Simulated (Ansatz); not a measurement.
# CH4OSi: relaxed scan of one distance

A script is to give a relaxed scan of one distance; the system is CH4OSi. SMILES: O=C[SiH3].

All numbers are computed with Ansatz 0.2.0 through its Python package. Level of theory: B3LYP/def2-SVP.

**1. Starting point**

Bond lengths: O1–C2 1.168 Å, C2–Si3 1.855 Å, C2–H4 1.127 Å, Si3–H5 1.491 Å, Si3–H6 1.497 Å, Si3–H7 1.550 Å. Angles: O1–C2–Si3 120.7°, O1–C2–H4 125.3°, Si3–C2–H4 114.0°, C2–Si3–H5 113.5°, C2–Si3–H6 113.9°, C2–Si3–H7 109.6°, H5–Si3–H6 109.3°, H5–Si3–H7 104.9°, H6–Si3–H7 104.8°.

No structure file is read: the coordinates are typed or built in the script.

**2. Script**

Input file ch4osi.py:

```python
# -*- coding: utf-8 -*-
from dataclasses import dataclass

import ansatz as az
import numpy as np


@dataclass(frozen=True)
class Options:
    basis: str = "def2-SVP"
    xc: str = "b3lyp"


opts = Options()

GEOMETRY = """
O    -1.78010   -0.94240   -0.28790
C    -0.64880   -0.96060    0.00370
Si    0.36040    0.59530   -0.02260
H    -0.06430   -1.88020    0.28960
H     0.47590    1.20760   -1.37740
H    -0.10010    1.63440    0.95130
H     1.81820    0.27790    0.39770
"""

mol = az.Crystal.molecule()
for line in GEOMETRY.strip().splitlines():
    symbol, *xyz = line.split()
    mol = mol.atom(symbol, [float(v) for v in xyz])

calculation = (
    mol.calculation()
    .basis(gaussian=opts.basis)
    .functional(opts.xc)
)
symbols = [site.symbol for site in mol.cartesian_sites]
pairs = [(0, 1), (1, 2), (1, 3), (2, 4), (2, 5), (2, 6)]
print("held (A)   E (eV)        ", "  ".join(f"{symbols[i]}{i}-{symbols[j]}{j}" for i, j in pairs))
for length in [1.38, 1.5, 1.62, 1.8, 2.02]:
    rep = calculation.relax(constraints=[az.DistanceConstraint((2, 5), at=length)], force_tolerance=0.02, max_steps=60).run(threads=1, backend="cpu").report
    xyz = np.array(rep["positions_ang"])
    print(f"{length:6.2f} {rep['free_energy_ev']:14.5f}  ", "  ".join(f"{np.linalg.norm(xyz[i] - xyz[j]):.3f}" for i, j in pairs))
```

**3. The input behind the calls**

The package turns the script's settings into the engine's input (first run):

```yaml
crystal:
  periodic: [false, false, false]
  atoms:
    - { symbol: O, position_ang: [-1.7801, -0.9424, -0.2879] }
    - { symbol: C, position_ang: [-0.6488, -0.9606, 0.0037] }
    - { symbol: Si, position_ang: [0.3604, 0.5953, -0.0226] }
    - { symbol: H, position_ang: [-0.0643, -1.8802, 0.2896] }
    - { symbol: H, position_ang: [0.4759, 1.2076, -1.3774] }
    - { symbol: H, position_ang: [-0.1001, 1.6344, 0.9513] }
    - { symbol: H, position_ang: [1.8182, 0.2779, 0.3977] }
basis:
  gaussian:
    orbitals: def2-SVP
hamiltonian:
  xc: b3lyp
relax:
  f_tol: 0.02
  max_steps: 60
  constraints:
    - { distance: [2, 5], at: 1.38 }
```

**4. Running it**

On the command line:

```
> python ch4osi.py
```

What it wrote:

```text
held (A)   E (eV)         O0-C1  C1-Si2  C1-H3  Si2-H4  Si2-H5  Si2-H6
DeckWarning: relax.constraints: the input's atoms, or those drawn, lie off the distances that are held; a relaxation that starts there is brought onto them ahead of its first SCF, by positions alone, an atom by 5.84e-2 Å at the most. With the symmetry [...]
  1.38   -11021.36333   1.209  1.942  1.130  1.494  1.380  1.493
  1.50   -11021.48443   1.209  1.944  1.129  1.489  1.500  1.492
  1.62   -11021.36747   1.208  1.939  1.130  1.486  1.620  1.492
  1.80   -11020.94388   1.208  1.936  1.129  1.484  1.800  1.490
  2.02   -11020.26620   1.208  1.934  1.128  1.484  2.020  1.489
```

(Warnings from the package without file and line, shortened, repeats left out.)

Wall time 2.7 min (1 thread of Arm Neoverse V1, shared host); peak memory 0.21 GiB.

Lines on the test bed's own set-up are left out of the output.

A comment line of the script is reworded here; the code is as run.

**5. The runs side by side**

The 5 runs, in the order started:

```csv
run,distance (Å),energy from run 2 (eV),SCF cycles in all,CPU time (s)
1,1.38,0.1211,179,51
2,1.50,0.0000,59,13
3,1.62,0.1170,171,49
4,1.80,0.5406,100,24
5,2.02,1.2182,94,24
```

**6. Path of the relaxation of run 1**

The steps of the relaxation:

```csv
step,E - E(step 1) (eV),largest force component (eV/Å)
1,0.0000,3.9256
2,-0.2155,0.5768
3,-0.1832,1.0900
4,-0.2384,0.1866
5,-0.2431,0.1464
6,-0.2449,0.0293
7,-0.2451,0.0103
8,-0.2450,0.2027
9,-0.2453,0.0686
10,-0.2446,0.2874
11,-0.2455,0.0246
12,-0.2457,0.1212
13,-0.2454,0.1130
14,-0.2458,0.0668
15,-0.2460,0.0021
16,-0.2462,0.0856
17,-0.2454,0.3070
18,-0.2404,0.6825
19,-0.2464,0.0121
20,-0.2465,0.0495
21,-0.2463,0.1843
22,-0.2467,0.0351
23,-0.2468,0.0852
24,-0.2468,0.0609
25,-0.2470,0.0335
26,-0.2464,0.3598
27,-0.2470,0.0482
28,-0.2472,0.0093
```

Step 1 is the start. Steps 3, 8, 10, 13, 17, 18, 21, 26 were tried and not accepted.

Before: Bond lengths: O1–C2 1.168 Å, C2–Si3 1.855 Å, C2–H4 1.127 Å, Si3–H5 1.491 Å, Si3–H6 1.497 Å, Si3–H7 1.550 Å. Angles: O1–C2–Si3 120.7°, O1–C2–H4 125.3°, Si3–C2–H4 114.0°, C2–Si3–H5 113.5°, C2–Si3–H6 113.9°, C2–Si3–H7 109.6°, H5–Si3–H6 109.3°, H5–Si3–H7 104.9°, H6–Si3–H7 104.8°.

After: Bond lengths: O1–C2 1.209 Å, C2–Si3 1.942 Å, C2–H4 1.130 Å, Si3–H5 1.494 Å, Si3–H6 1.380 Å, Si3–H7 1.493 Å. Angles: O1–C2–Si3 122.5°, O1–C2–H4 119.8°, Si3–C2–H4 117.6°, C2–Si3–H5 107.3°, C2–Si3–H6 109.8°, C2–Si3–H7 109.0°, H5–Si3–H6 110.8°, H5–Si3–H7 108.3°, H6–Si3–H7 111.5°.

**7. How the relaxation of run 5 went**

The steps of the relaxation:

```
step  energy from step 1 (eV)  largest force component (eV/Å)
   1                   0.0000                          4.1401
   2                  -0.2761                          2.7395
   3                  -0.4611                          3.7476
   4                  -0.6440                          0.6830
   5                  -0.6583                          0.3714
   6                  -0.6724                          0.1055
   7                  -0.6754                          0.0456
   8                  -0.6515                          0.6213
   9                  -0.6764                          0.0222
  10                  -0.6766                          0.0410
  11                  -0.6767                          0.0324
  12                  -0.6768                          0.0057
```

Step 1 is the start. Step 8 was tried and not accepted.

Before: Bond lengths: O1–C2 1.168 Å, C2–Si3 1.855 Å, C2–H4 1.127 Å, Si3–H5 1.491 Å, Si3–H6 1.497 Å, Si3–H7 1.550 Å. Angles: O1–C2–Si3 120.7°, O1–C2–H4 125.3°, Si3–C2–H4 114.0°, C2–Si3–H5 113.5°, C2–Si3–H6 113.9°, C2–Si3–H7 109.6°, H5–Si3–H6 109.3°, H5–Si3–H7 104.9°, H6–Si3–H7 104.8°.

After: Bond lengths: O1–C2 1.208 Å, C2–Si3 1.934 Å, C2–H4 1.128 Å, Si3–H5 1.484 Å, Si3–H7 1.489 Å. Angles: O1–C2–Si3 122.4°, O1–C2–H4 120.4°, Si3–C2–H4 117.1°, C2–Si3–H5 111.7°, C2–Si3–H7 111.6°, H5–Si3–H7 113.1°.

**8. What came out**

```
                  quantity     value
             runs compared         5
           range of energy  1.218 eV
lowest point, distance (Å)      1.50
```

In words: The lowest point, at 1.50, lies inside the range. The ends stand 0.121 and 1.22 eV above it. The distance scanned is the script's pair 2, 5. Run 1: The relaxation took 19 moves; the largest shift is 0.546 Å, of atom 4 (H). Run 5: After 10 moves the largest shift is 0.688 Å, of atom 4 (H). The energies are electronic: no zero-point or thermal terms, and the basis set is short of its limit. b3lyp holds the VWN-RPA fit, as in Gaussian; the form of ORCA and Turbomole is b3lyp5.
